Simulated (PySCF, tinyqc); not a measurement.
RHF in the sto-3g basis, for BH, spin multiplicity 1, step by step (part 1 of 2). The lowest restricted solution is unstable here: a spin-polarised one lies 0.0728 hartree lower (PySCF). Computed by tinyqc, a small Python program that keeps every step (integrals from PySCF). Settings: charge = 0, multiplicity = 1, basis = sto-3g, energy threshold = 1e-08, iteration cap = 68, orthogonalisation = symmetric, start = random, DIIS depth = 6, damping = 0.5, method = RHF. Command: `OMP_NUM_THREADS=1 python tinyqc.py 28981 28982 out.jsonl` (the two numbers bound the seeds that draw the settings). One thread of a shared host (Intel(R) Xeon(R) Processor @ 2.60GHz), about 0.07 s of CPU time with the checks. Later iterations appear only in the table of the cycle.

## One-electron integrals

Geometry (angstrom):
```
atom         x         y         z
B     0.000000  0.000000  0.000000
H     0.000000  0.000000  2.275000
```

Basis sto-3g: exponents (1/bohr^2) and contraction coefficients of normalised primitives:
```
element  l (shell)   exponent  coefficient
B            s (1)  48.791113     0.154329
B            s (1)   8.887362     0.535328
B            s (1)   2.405267     0.444635
B            s (2)   2.236956    -0.099967
B            s (2)   0.519821     0.399513
B            s (2)   0.169062     0.700115
B            p (3)   2.236956     0.155916
B            p (3)   0.519821     0.607684
B            p (3)   0.169062     0.391957
H            s (1)   3.425251     0.154329
H            s (1)   0.623914     0.535328
H            s (1)   0.168855     0.444635
```

Overlap, kinetic and nuclear-attraction integrals over the contracted functions; the nuclear repulsion is the sum of Za Zb / Rab.

nuclear repulsion = 1.16302684 hartree

overlap S, lower triangle:
```
           1B 1s     1B 2s    1B 2px    1B 2py    1B 2pz     2H 1s
1B 1s   1.000000
1B 2s   0.269328  1.000000
1B 2px  0.000000  0.000000  1.000000
1B 2py  0.000000  0.000000  0.000000  1.000000
1B 2pz  0.000000  0.000000  0.000000  0.000000  1.000000
2H 1s   0.005439  0.104295  0.000000  0.000000  0.142703  1.000000
```

kinetic energy T (hartree), lower triangle:
```
            1B 1s      1B 2s    1B 2px    1B 2py    1B 2pz     2H 1s
1B 1s   10.826302
1B 2s   -0.047967   0.359168
1B 2px   0.000000   0.000000  1.123881
1B 2py   0.000000   0.000000  0.000000  1.123881
1B 2pz   0.000000   0.000000  0.000000  0.000000  1.123881
2H 1s   -0.002707  -0.012404  0.000000  0.000000  0.001712  0.760032
```

nuclear attraction V (hartree), lower triangle:
```
             1B 1s      1B 2s     1B 2px     1B 2py     1B 2pz      2H 1s
1B 1s   -23.379994
1B 2s    -3.202009  -4.004192
1B 2px    0.000000   0.000000  -3.965634
1B 2py    0.000000   0.000000   0.000000  -3.965634
1B 2pz   -0.005084  -0.051930   0.000000   0.000000  -3.990626
2H 1s    -0.063976  -0.277496   0.000000   0.000000  -0.354208  -2.389546
```

core Hamiltonian H = T + V (hartree), lower triangle:
```
             1B 1s      1B 2s     1B 2px     1B 2py     1B 2pz      2H 1s
1B 1s   -12.553691
1B 2s    -3.249977  -3.645024
1B 2px    0.000000   0.000000  -2.841754
1B 2py    0.000000   0.000000   0.000000  -2.841754
1B 2pz   -0.005084  -0.051930   0.000000   0.000000  -2.866746
2H 1s    -0.066682  -0.289900   0.000000   0.000000  -0.352496  -1.629514
```

## Two-electron integrals

Functions are numbered as in S; the eight-fold symmetry (ij|kl) = (ji|kl) = (kl|ij) leaves the list below.

Two-electron integrals (ij|kl) in chemists' order, unique and non-zero (hartree):
```
(11|11) 2.923513   (21|11) 0.518376   (21|21) 0.109262   (22|11) 0.744229
(22|21) 0.193177   (22|22) 0.544804   (31|31) 0.020264   (32|31) 0.029996
(32|32) 0.120346   (33|11) 0.742491   (33|21) 0.193240   (33|22) 0.544682
(33|33) 0.586773   (41|41) 0.020264   (42|41) 0.029996   (42|42) 0.120346
(43|43) 0.031630   (44|11) 0.742491   (44|21) 0.193240   (44|22) 0.544682
(44|33) 0.523513   (44|44) 0.586773   (51|51) 0.020264   (52|51) 0.029996
(52|52) 0.120346   (53|53) 0.031630   (54|54) 0.031630   (55|11) 0.742491
(55|21) 0.193240   (55|22) 0.544682   (55|33) 0.523513   (55|44) 0.523513
(55|55) 0.586773   (61|11) 0.010291   (61|21) 0.002170   (61|22) 0.003879
(61|33) 0.003861   (61|44) 0.003861   (61|51) 0.000183   (61|52) 0.000339
(61|55) 0.003918   (61|61) 0.000045   (62|11) 0.044273   (62|21) 0.011782
(62|22) 0.039313   (62|33) 0.038088   (62|44) 0.038088   (62|51) 0.001275
(62|52) 0.009252   (62|55) 0.041717   (62|61) 0.000254   (62|62) 0.005369
(63|31) 0.000838   (63|32) 0.004563   (63|53) 0.001531   (63|63) 0.000410
(64|41) 0.000838   (64|42) 0.004563   (64|54) 0.001531   (64|64) 0.000410
(65|11) 0.053273   (65|21) 0.014288   (65|22) 0.049579   (65|33) 0.047388
(65|44) 0.047388   (65|51) 0.002006   (65|52) 0.014163   (65|55) 0.053904
(65|61) 0.000315   (65|62) 0.007665   (65|65) 0.011153   (66|11) 0.232582
(66|21) 0.062637   (66|22) 0.232032   (66|33) 0.224086   (66|44) 0.224086
(66|51) 0.005075   (66|52) 0.051076   (66|55) 0.247767   (66|61) 0.001334
(66|62) 0.047591   (66|65) 0.073349   (66|66) 0.774606
```

## Orthogonalisation

S = U s U^T; symmetric (Loewdin) form X = U s^(-1/2) U^T, so that X^T S X = 1.

eigenvalues of S: 0.707625  0.867311  1.000000  1.000000  1.128308  1.296757

X, lower triangle:
```
            1B 1s      1B 2s    1B 2px    1B 2py     1B 2pz     2H 1s
1B 1s    1.028885
1B 2s   -0.141945   1.033285
1B 2px   0.000000   0.000000  1.000000
1B 2py   0.000000   0.000000  0.000000  1.000000
1B 2pz  -0.001048   0.005965  0.000000  0.000000   1.007818
2H 1s    0.008483  -0.055184  0.000000  0.000000  -0.072799  1.012137
```

## Starting guess

The start is random orthonormal orbitals; D = 2 C_occ C_occ^T.

D at the start, lower triangle:
```
            1B 1s      1B 2s     1B 2px     1B 2py     1B 2pz     2H 1s
1B 1s    2.099283
1B 2s   -0.674418   0.776480
1B 2px  -0.189892   0.631097   0.680189
1B 2py  -0.254343  -0.577256  -0.708867   0.851341
1B 2pz  -0.026276  -0.175081   0.181628  -0.050816   1.686377
2H 1s    0.019640   0.081289  -0.116744   0.045083  -0.935612  0.519470
```

## Iteration 1: building the Fock matrix

J_ij = sum D_kl (ij|kl), K_ij = sum D_kl (ik|jl); F = H + J - 0.5 K; E = tr D H + tr D J / 2 - 0.25 tr D K + E_nn.

Coulomb J (hartree), lower triangle:
```
            1B 1s      1B 2s     1B 2px     1B 2py    1B 2pz     2H 1s
1B 1s    8.433956
1B 2s    1.720471   3.511851
1B 2px   0.029969   0.139442   3.482707
1B 2py  -0.044863  -0.153788  -0.044842   3.493534
1B 2pz  -0.012471  -0.042169   0.011132  -0.003077  3.547057
2H 1s    0.034228   0.244216   0.005901  -0.005812  0.307968  1.599731
```

exchange K (hartree), lower triangle:
```
            1B 1s      1B 2s     1B 2px     1B 2py     1B 2pz     2H 1s
1B 1s    5.588559
1B 2s    0.759938   0.771427
1B 2px  -0.004506   0.372327   0.573031
1B 2py  -0.322654  -0.438747  -0.393522   0.668045
1B 2pz  -0.062267  -0.165512   0.095119  -0.026005   1.040795
2H 1s    0.005298   0.035004   0.008701  -0.018181  -0.109477  0.293578
```

Fock matrix F (hartree), lower triangle:
```
            1B 1s      1B 2s     1B 2px    1B 2py    1B 2pz      2H 1s
1B 1s   -6.914015
1B 2s   -1.909474  -0.518886
1B 2px   0.032222  -0.046721   0.354437
1B 2py   0.116464   0.065586   0.151919  0.317757
1B 2pz   0.013578  -0.011343  -0.036427  0.009926  0.159914
2H 1s   -0.035103  -0.063186   0.001550  0.003278  0.010210  -0.176573
```

total energy of this density = -21.99736427 hartree

This density is the starting one.

## Iteration 1: diagonalisation and new density

Diagonalise F' = X^T F X, C = X C', fill 3 alpha and 3 beta electrons from the bottom; D = 2 C_occ C_occ^T; the new density keeps 0.5 of the old one (damping). Each column has its largest component positive (the first on a tie).

F' = X^T F X (hartree), lower triangle:
```
           1          2          3          4         5          6
1  -6.772436
2  -0.981458  -0.127232
3   0.039836  -0.053153   0.354437
4   0.110536   0.051116   0.151919   0.317757
5   0.013598  -0.010208  -0.037137   0.010034  0.159873
6   0.016197  -0.044103   0.007073  -0.000036  0.011948  -0.175485
```

orbital energies (hartree): MO1 -6.916396, MO2 -0.186466, MO3 -0.002285, MO4 0.151399, MO5 0.217904, MO6 0.492760

coefficients C:
```
              MO1        MO2        MO3        MO4        MO5        MO6
1B 1s    0.997820  -0.056546  -0.263075   0.076884  -0.064638   0.026215
1B 2s    0.007501   0.185082   0.949614  -0.282287   0.270105  -0.046752
1B 2px  -0.004047   0.016018   0.264456   0.254916  -0.543608   0.754518
1B 2py  -0.016044  -0.020338  -0.227106  -0.229310   0.685961   0.651633
1B 2pz  -0.001784  -0.092937   0.179978   0.895755   0.416631  -0.063582
2H 1s   -0.000832   0.973506  -0.281045   0.027345  -0.071375   0.017172
```

D after iteration 1, lower triangle:
```
            1B 1s      1B 2s     1B 2px     1B 2py     1B 2pz     2H 1s
1B 1s    2.117692
1B 2s   -0.590010   1.324318
1B 2px  -0.169462   0.569614   0.410305
1B 2py  -0.082285  -0.508176  -0.414754   0.477919
1B 2pz  -0.057010   0.066155   0.136929  -0.064363   0.884221
2H 1s    0.027878  -0.046068  -0.117099   0.066582  -0.608861  1.286437
```

## Iteration 2: building the Fock matrix

As before.

Coulomb J (hartree), lower triangle:
```
            1B 1s      1B 2s     1B 2px     1B 2py    1B 2pz     2H 1s
1B 1s    8.111849
1B 2s    1.629381   3.269723
1B 2px   0.027108   0.125866   3.246800
1B 2py  -0.033710  -0.126642  -0.026237   3.251077
1B 2pz   0.005637   0.060129   0.008303  -0.003868  3.298977
2H 1s    0.032599   0.255122   0.005237  -0.004918  0.333104  2.053060
```

exchange K (hartree), lower triangle:
```
            1B 1s      1B 2s     1B 2px     1B 2py     1B 2pz     2H 1s
1B 1s    5.760227
1B 2s    0.903105   0.930904
1B 2px  -0.002650   0.335985   0.449021
1B 2py  -0.175893  -0.353480  -0.230248   0.486557
1B 2pz  -0.031102   0.004828   0.070287  -0.032474   0.661337
2H 1s    0.012516   0.083327   0.003908  -0.010262  -0.001774  0.920962
```

Fock matrix F (hartree), lower triangle:
```
            1B 1s      1B 2s     1B 2px    1B 2py     1B 2pz      2H 1s
1B 1s   -7.321955
1B 2s   -2.072148  -0.840753
1B 2px   0.028433  -0.042126   0.180535
1B 2py   0.054237   0.050098   0.088887  0.166045
1B 2pz   0.016104   0.005785  -0.026840  0.012369   0.101563
2H 1s   -0.040341  -0.076441   0.003283  0.000213  -0.018505  -0.036935
```

total energy of this density = -23.05650005 hartree

This density is a damped mixture and is not idempotent.

## Iteration 2: DIIS over 2 matrices

error matrix X^T (FDS - SDF) X:
```
           1          2          3          4          5          6
1   0.000000   1.642944   0.034039   1.568852   0.275057  -0.080082
2  -1.642944   0.000000  -0.157876   0.407601   0.069906  -0.033308
3  -0.034039   0.157876   0.000000   0.000000  -0.012453   0.031325
4  -1.568852  -0.407601   0.000000   0.000000   0.007760  -0.025370
5  -0.275057  -0.069906   0.012453  -0.007760   0.000000  -0.065717
6   0.080082   0.033308  -0.031325   0.025370   0.065717   0.000000
```

B (overlaps of the stored error matrices):
```
               1              2
1  3.6635357e+01  1.9920251e+01
2  1.9920251e+01  1.0894014e+01
```

Minimise |sum c_i e_i|^2 with sum c_i = 1: solve [B -1; -1 0][c; lambda] = [0; -1] with B_ij = tr e_i^T e_j, and take F = sum c_i F_i.

DIIS coefficients: -1.173936  2.173936

extrapolated F (hartree), lower triangle:
```
            1B 1s      1B 2s     1B 2px     1B 2py     1B 2pz     2H 1s
1B 1s   -7.800851
1B 2s   -2.263117  -1.218605
1B 2px   0.023985  -0.036732  -0.023614
1B 2py  -0.018813   0.031916   0.014891  -0.012055
1B 2pz   0.019068   0.025891  -0.015585   0.015237   0.033062
2H 1s   -0.046490  -0.092002   0.005316  -0.003384  -0.052215  0.126991
```

## Iteration 2: diagonalisation and new density

As before.

F' = X^T F X (hartree), lower triangle:
```
           1          2          3          4          5         6
1  -7.622155
2  -1.132410  -0.783918
3   0.029953  -0.041745  -0.023614
4  -0.023932   0.035926   0.014891  -0.012055
5   0.013252   0.030034  -0.016338   0.015813   0.042236
6   0.018452  -0.057873   0.008746  -0.006455  -0.067230  0.145472
```

orbital energies (hartree): MO1 -7.804963, MO2 -0.612780, MO3 -0.035596, MO4 -0.002415, MO5 0.014697, MO6 0.187022

coefficients C:
```
              MO1        MO2        MO3        MO4        MO5        MO6
1B 1s    0.993148  -0.300340   0.030922  -0.001643  -0.002944   0.036232
1B 2s    0.024416   1.029707  -0.091462   0.005887   0.004323  -0.146954
1B 2px  -0.002954   0.077071   0.761940   0.620580  -0.144900   0.085926
1B 2py   0.002307  -0.065132  -0.546371   0.765342   0.325193  -0.075715
1B 2pz  -0.002317  -0.030225   0.333542  -0.150453   0.788828  -0.513787
2H 1s   -0.001404   0.022169   0.019548  -0.062204   0.400565   0.931473
```

D after iteration 2, lower triangle:
```
            1B 1s      1B 2s     1B 2px     1B 2py     1B 2pz     2H 1s
1B 1s    2.136348
1B 2s   -0.582847   1.731417
1B 2px  -0.087251   0.294407   0.791654
1B 2py  -0.036184  -0.271126  -0.628706   0.541729
1B 2pz  -0.011414  -0.028609   0.320281  -0.212456   0.554280
2H 1s    0.006491  -0.002029  -0.041943   0.021164  -0.298577  0.644094
```

## Iteration 3: building the Fock matrix

As before.

Coulomb J (hartree), lower triangle:
```
            1B 1s      1B 2s     1B 2px     1B 2py    1B 2pz     2H 1s
1B 1s    8.449464
1B 2s    1.711101   3.455941
1B 2px   0.014056   0.065244   3.458259
1B 2py  -0.017696  -0.067235  -0.039771   3.442449
1B 2pz  -0.000111   0.016837   0.020132  -0.013375  3.454590
2H 1s    0.034139   0.248324   0.003487  -0.003168  0.315763  1.713635
```

exchange K (hartree), lower triangle:
```
            1B 1s      1B 2s     1B 2px     1B 2py    1B 2pz     2H 1s
1B 1s    5.868847
1B 2s    1.001022   1.176617
1B 2px  -0.001026   0.174522   0.715222
1B 2py  -0.088025  -0.187481  -0.349022   0.576478
1B 2pz  -0.016342  -0.033340   0.175750  -0.116908  0.559066
2H 1s    0.017121   0.088700   0.018399  -0.017376  0.015574  0.470321
```

Fock matrix F (hartree), lower triangle:
```
            1B 1s      1B 2s     1B 2px    1B 2py     1B 2pz      2H 1s
1B 1s   -7.038651
1B 2s   -2.039386  -0.777391
1B 2px   0.014569  -0.022017   0.258894
1B 2py   0.026316   0.026505   0.134739  0.312456
1B 2pz   0.002976  -0.018424  -0.067743  0.045079   0.308312
2H 1s   -0.041104  -0.085926  -0.005713  0.005520  -0.044520  -0.151040
```

total energy of this density = -23.51145032 hartree

This density is a damped mixture and is not idempotent.

## Iteration 3: DIIS over 3 matrices

error matrix X^T (FDS - SDF) X:
```
           1          2          3         4          5          6
1   0.000000   0.814161   0.007390  0.775338   0.138412  -0.051123
2  -0.814161   0.000000  -0.087535  0.221894   0.096155   0.045641
3  -0.007390   0.087535   0.000000  0.000000   0.004232   0.043835
4  -0.775338  -0.221894   0.000000  0.000000  -0.005330  -0.036900
5  -0.138412  -0.096155  -0.004232  0.005330   0.000000  -0.107104
6   0.051123  -0.045641  -0.043835  0.036900   0.107104   0.000000
```

B (overlaps of the stored error matrices), lower triangle:
```
               1              2              3
1  3.6635357e+01
2  1.9920251e+01  1.0894014e+01
3  9.9579702e+00  5.4302960e+00  2.7377255e+00
```

As before.

DIIS coefficients: -0.405781  0.092865  1.312916

extrapolated F (hartree), lower triangle:
```
            1B 1s      1B 2s     1B 2px    1B 2py     1B 2pz      2H 1s
1B 1s   -7.115535
1B 2s   -2.095145  -0.888172
1B 2px   0.008693  -0.013860   0.212848
1B 2py  -0.007671   0.012838   0.123510  0.296709
1B 2pz  -0.000108  -0.019049  -0.076652  0.056306   0.349329
2H 1s   -0.043468  -0.094273  -0.007824  0.005937  -0.064313  -0.130083
```

## Iteration 3: diagonalisation and new density

As before.

F' = X^T F X (hartree), lower triangle:
```
           1          2          3         4          5          6
1  -6.939012
2  -1.099130  -0.467566
3   0.010925  -0.015581   0.212848
4  -0.009723   0.014363   0.123510  0.296709
5  -0.000696  -0.010459  -0.076773  0.056399   0.363393
6   0.019564  -0.060274  -0.001501  0.001136  -0.081668  -0.113554
```

orbital energies (hartree): MO1 -7.120627, MO2 -0.310051, MO3 -0.105253, MO4 0.095473, MO5 0.385173, MO6 0.408101

coefficients C:
```
              MO1        MO2        MO3        MO4        MO5        MO6
1B 1s    0.991980  -0.286266   0.112277   0.014385  -0.001131  -0.006283
1B 2s    0.028435   0.963143  -0.400217  -0.041033   0.003206   0.024225
1B 2px  -0.001138   0.050799   0.034325   0.768593   0.594544  -0.228083
1B 2py   0.000995  -0.041241  -0.022796  -0.551594   0.802826   0.221346
1B 2pz   0.000324   0.045533   0.094345   0.310705  -0.044737   0.954735
2H 1s   -0.002011   0.273654   0.945050  -0.132384   0.009842  -0.217272
```

D after iteration 3, lower triangle:
```
            1B 1s      1B 2s     1B 2px     1B 2py     1B 2pz     2H 1s
1B 1s    2.146753
1B 2s   -0.583866   1.954335
1B 2px  -0.055442   0.182361   0.399587
1B 2py  -0.007859  -0.166133  -0.317232   0.273086
1B 2pz  -0.007828  -0.008199   0.165692  -0.110256   0.288114
2H 1s    0.029020  -0.115728   0.025371  -0.022249  -0.047668  1.290057
```

## Iteration 4: building the Fock matrix

As before.

Coulomb J (hartree), lower triangle:
```
            1B 1s      1B 2s     1B 2px     1B 2py    1B 2pz     2H 1s
1B 1s    8.123900
1B 2s    1.625276   3.245885
1B 2px   0.008736   0.040798   3.237021
1B 2py  -0.010322  -0.040661  -0.020068   3.229018
1B 2pz   0.005262   0.059976   0.010559  -0.007043  3.259060
2H 1s    0.032492   0.255020   0.002099  -0.001885  0.333524  2.082182
```

exchange K (hartree), lower triangle:
```
            1B 1s      1B 2s     1B 2px     1B 2py    1B 2pz     2H 1s
1B 1s    5.903875
1B 2s    1.020641   1.186964
1B 2px  -0.001460   0.109980   0.495263
1B 2py  -0.043186  -0.113186  -0.176109   0.425037
1B 2pz  -0.007819  -0.006332   0.093224  -0.062296  0.440090
2H 1s    0.019533   0.111844   0.021319  -0.017511  0.109228  0.995005
```

Fock matrix F (hartree), lower triangle:
```
            1B 1s      1B 2s     1B 2px    1B 2py     1B 2pz      2H 1s
1B 1s   -7.381728
1B 2s   -2.135021  -0.992621
1B 2px   0.009466  -0.014192   0.147635
1B 2py   0.011270   0.015932   0.067987  0.174746
1B 2pz   0.004086   0.011212  -0.036053  0.024105   0.172269
2H 1s   -0.043957  -0.090802  -0.008560  0.006870  -0.073586  -0.044835
```

total energy of this density = -23.96833095 hartree

This density is a damped mixture and is not idempotent.

## Iteration 4: DIIS over 4 matrices

error matrix X^T (FDS - SDF) X:
```
           1          2          3          4          5          6
1   0.000000   0.415906   0.012926   0.387732   0.074555  -0.023922
2  -0.415906   0.000000  -0.063455   0.129009  -0.000326   0.008611
3  -0.012926   0.063455   0.000000   0.000000  -0.001762   0.024153
4  -0.387732  -0.129009   0.000000   0.000000   0.001332  -0.018265
5  -0.074555   0.000326   0.001762  -0.001332   0.000000  -0.071992
6   0.023922  -0.008611  -0.024153   0.018265   0.071992   0.000000
```

B (overlaps of the stored error matrices), lower triangle:
```
               1              2              3              4
1  3.6635357e+01
2  1.9920251e+01  1.0894014e+01
3  9.9579702e+00  5.4302960e+00  2.7377255e+00
4  5.0608378e+00  2.7654881e+00  1.3896953e+00  7.1292214e-01
```

As before.

DIIS coefficients: -0.074328  -0.134691  -0.141992  1.351011

extrapolated F (hartree), lower triangle:
```
            1B 1s      1B 2s     1B 2px    1B 2py     1B 2pz      2H 1s
1B 1s   -7.473258
1B 2s   -2.173834  -1.078849
1B 2px   0.004495  -0.006901   0.112035
1B 2py  -0.004472   0.006138   0.049455  0.145735
1B 2pz   0.001920   0.017828  -0.032766  0.023762   0.163394
2H 1s   -0.045508  -0.095481  -0.011311  0.008226  -0.091361  -0.021027
```
